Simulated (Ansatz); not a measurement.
**Relaxing Ta in the bcc type**

First guess:

```
CELL_PARAMETERS angstrom
-1.63041 1.63041 1.63041
1.63041 -1.63041 1.63041
1.63041 1.63041 -1.63041
ATOMIC_POSITIONS crystal
Ta 0.00000 0.00000 0.00000
```

Method: Ansatz 0.2.0, DFT, PBE, PAW with Ansatz's default frozen-core files, scalar-relativistic.

Cell and atoms relax within the symmetry of the start on a 16×16×16 k mesh with 0.08 eV Fermi–Dirac smearing.

The start is built from a prototype, known or not as a phase of this compound; the cutoff is 420 eV.

Spin polarisation is left out, and whether a magnetic state lies lower isn't shown here.

No spin–orbit coupling, which matters for the heavy atoms here.

Question: What is the pressure of the first guess?

Answer: 11.73 GPa.

Question: What does it relax to?

Answer: a = 3.321 Å, b = 3.321 Å, c = 3.321 Å, α = 90.00°, β = 90.00°, γ = 90.00° (conventional cell), 18.31 Å³ per atom:
```xyz
1
Lattice="-1.6604 1.6604 1.6604 1.6604 -1.6604 1.6604 1.6604 1.6604 -1.6604" Properties=species:S:1:pos:R:3 pbc="T T T"
Ta    0.0000    0.0000    0.0000
```

Question: How much energy does the relaxation release?

Answer: 34 meV/atom.
